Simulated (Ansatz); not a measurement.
We consider hcp Os, described by PBE-D3(BJ) in Ansatz (PAW).

Settings: plane-wave cutoff 520 eV, 24×24×14 k mesh (along the axes of the cell as run), Fermi–Dirac smearing 0.05 eV, no spin polarisation, scalar-relativistic PAW data made under PBE.

Shape and atoms are relaxed at each volume.

Pressure at four volumes; x = ln(V/14.013 Å³). One pressure is withheld.

| V (Å³/atom) | x | P (GPa) |
|---|---|---|
| 13.453 | -0.0408 | ? |
| 13.733 | -0.0202 | 8.87 |
| 14.013 | 0.0000 | 0.00 |
| 14.574 | 0.0393 | -14.94 |

Task: Pass a parabola P(x) through the three rows shown, estimate the bulk modulus and its pressure derivative near zero pressure, and predict the withheld pressure.

Result: Slopes between the rows: (0.00 − (8.87))/(0.0000 − (-0.0202)) = -439.11 and (-14.94 − (0.00))/(0.0393 − (0.0000)) = -380.15 GPa. Their difference over the span 0.0595 is c = 58.96/0.0595 = 990.9 GPa, so P(x) = 8.87 + (-439.11)(x − (-0.0202)) + 990.9 (x − (-0.0202))(x − (0.0000)). At the middle row B = −dP/dx = −[-439.11 + 990.9 × 0.0202] = 419.1 GPa, and B′ = dB/dP = 2c/B = 4.7. At x = -0.0408 the parabola gives 18.75 GPa; the run gives 18.83 GPa. The Birch–Murnaghan fit to the energies at all volumes has B0 = 418 GPa and B′ = 4.8.

Measured, for comparison: bulk modulus 425 GPa (zero-point energy and finite temperature contributions removed; as tabulated in doi:10.1021/acs.jctc.3c00612). Computed (rounded) less measured: bulk modulus -2 %.

Note: the bulk modulus comes from volumes at which shape and atoms were relaxed.

Spin–orbit coupling is not included.

Ansatz is a quantum-chemistry and plane-wave program.
